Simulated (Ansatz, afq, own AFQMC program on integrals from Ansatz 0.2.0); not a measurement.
AFQMC on a folder of integrals that Ansatz 0.2.0 wrote.

```yaml
crystal:
  periodic: [false, false, false]
  atoms:
    - {symbol: O, position_ang: [0.000000, 0.001105, 0.695061]}
    - {symbol: C, position_ang: [0.000000, 0.009438, -0.660775]}
    - {symbol: H, position_ang: [0.868643, -0.569422, -1.021453]}
    - {symbol: H, position_ang: [0.000000, 1.008845, -1.116196]}
    - {symbol: H, position_ang: [-0.868643, -0.569422, -1.021453]}
basis:
  gaussian: {orbitals: cc-pVDZ}
magnetization: {spin_polarized: true, initial_magnetization: 1}
correlation: {method: ccsd_t, electrons: outside_noble_gas, hamiltonian_folder: ham}
```

```sh
$ ansatz run in.yaml --threads 1 --pin off --events-out ev --progress --plain --max-ram 1382MiB
```

afq runs on the folder ham with

```
--method phaseless --trial cisd --walkers 60 --populations 1 --least-time 40 --time-step 0.005 --steps-per-block 50 --equilibration-blocks 28 --max-blocks 300 --target-error 0.00043 --factor-cut 1e-05 --start spin_pure --seed 3823 --release-times 0.24,0.51,0.99,1.62,2.4 --release-step 0.03 --release-every 4 --taylor-order 6
```

Times are imaginary, in 1/Eh. The walk had a cap of 1976 s.

Log:

```
orbitals 41  electrons 7 6  factors 322 of 386
reference energy -114.42918863 Eh
CCSD correlation -0.31845024 Eh in 12 cycles, weight of the determinant in the CISD state 0.8979
energy of the start -114.747411 Eh
 block  time / (1/Eh)  mean weight  energy / Eh
     1     0.250  1.0007  -114.744799
     2     0.500  0.9994  -114.747094
     3     0.750  0.9999  -114.749859
     4     1.000  0.9993  -114.750351
     5     1.250  0.9980  -114.749244
    10     2.500  0.9999  -114.751005
    31     7.750  0.9988  -114.752816
    56    14.000  0.9984  -114.757452
    81    20.250  0.9984  -114.760049
    96    24.000  1.0005  -114.745584
   106    26.500  0.9983  -114.752415
   131    32.750  1.0019  -114.746726
   151    37.750  0.9987  -114.773327
   156    39.000  1.0019  -114.758247
   181    45.250  1.0012  -114.755877
   206    51.500  1.0005  -114.752331
   231    57.750  0.9968  -114.752121
   236    59.000  1.0008  -114.753478
blocks merged  error / Eh  count
     1  0.000287  210
     2  0.000333  105
     4  0.000372  52
     8  0.000385  26
    16  0.000451  13
released: time / (1/Eh)  energy / Eh  error  mean overlap
  0.24  -114.755604  0.000449  0.9889
  0.51  -114.756403  0.000429  0.9663
  0.99  -114.755290  0.000520  0.9661
  1.62  -114.756116  0.000722  0.9727
  2.40  -114.755379  0.000818  0.9388
energy -114.755124 +/- 0.000385 Eh
(rows thinned)
```

The run passed its tests (sampling time, drift between the halves within three errors, error under three times the target), which doesn't prove that it has relaxed.

Against this walk (error 10.5 meV) on the same determinant: CCSD(T) 21.7 meV higher. The error is statistical and leaves out the bias of the constraint. Released to 1.62 1/Eh the energy moves by -27 ± 22 meV (both errors), within twice the noise.

Cautions: constraint bias not in the error.

The walk took 9.1 min on 1 thread of Intel(R) Xeon(R) Platinum 8488C (Sapphire Rapids), with other jobs on the host. The log's last line is the phaseless energy.

A walk keeps the symmetry of its determinant, which the program's search chose and which needn't be the lowest solution, so a lower state of the same spin and another symmetry isn't excluded.
